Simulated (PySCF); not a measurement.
# SO₂²⁺: structure of the singlet

Aim: relax SO₂²⁺ as a singlet from a PBE0 minimum start, check by its vibrations whether the end is a minimum, and collect its spectrum and constants.

Computed with PySCF 2.14.0. Level: PBE0, basis S def2-TZVP, O def2-TZVP, no relativity, density fitting.

## (1) The system as given

3 atoms, charge 2, spin multiplicity 1.

Bond lengths: S1–O2 1.395 Å, S1–O3 1.395 Å. Angles: O2–S1–O3 180.0°.

Coordinates in bohr (charge 2 multiplicity 1):
```
S     0.0000    0.0000    0.0000
O     0.0000    0.0000    2.6363
O     0.0000    0.0000   -2.6363
```

## (2) The SCF at the typed geometry

One driver script runs all steps and calls PySCF; scf.py shows how it sets up the SCF of each step. The optimiser is the driver's own. After this first run the driver tries any further starts and a stability analysis.

Contents of scf.py:

```python
from pyscf import gto, scf, dft
mol = gto.M(atom='''
S      0.000000    -0.000000     0.000000
O      0.000000     0.000000     1.395085
O     -0.000000    -0.000000    -1.395085''',
    basis={'S': 'def2-TZVP', 'O': 'def2-TZVP'},
    charge=2, spin=0)
mf = dft.RKS(mol, xc='PBE0')
mf.grids.atom_grid = (50, 194)
aux = {'S': 'def2-universal-JKFIT', 'O': 'def2-universal-JKFIT'}
mf = mf.density_fit(auxbasis=aux)
mf.conv_tol = 1e-08
mf.diis_space = 10
mf.max_cycle = 60
mf.init_guess = 'minao'
mf.verbose = 4
mf.kernel()
```

The run is started by

```bash
$ OMP_NUM_THREADS=2 python axn.py task.json out
```

The runs that follow: Relaxation: PBE0 minimum start, singlet; Is it a minimum? Harmonic modes.

Before running it: what results should come out? Wanted: minimum; geometry; wavenumbers; dipole moment; highest occupied, lowest empty level; polar-tensor charge of S1; zero-point energy.

**Answer**, as computed:

```
                            quantity                             value
                             minimum                      singlet, D∞h
                            geometry    S–O 1.395 Å (×2); O–S–O 180.0°
                  wavenumbers (cm⁻¹)  272 (πu), 1148 (σg+), 1624 (σu+)
      dipole moment (centre of mass)                            0.00 D
highest occupied, lowest empty level                 -29.67, -23.31 eV
           polar-tensor charge of S1                           +1.33 e
                   zero-point energy                       19.8 kJ/mol
                 entropy at 298.15 K                   232.0 J/(mol K)
```

What this shows: The PBE0 minimum start keeps its D∞h symmetry and ends in a minimum. The strongest infrared band lies at 272 cm⁻¹ (πu, bend). Only this shape and spin were tried, so other structures or states may lie lower.
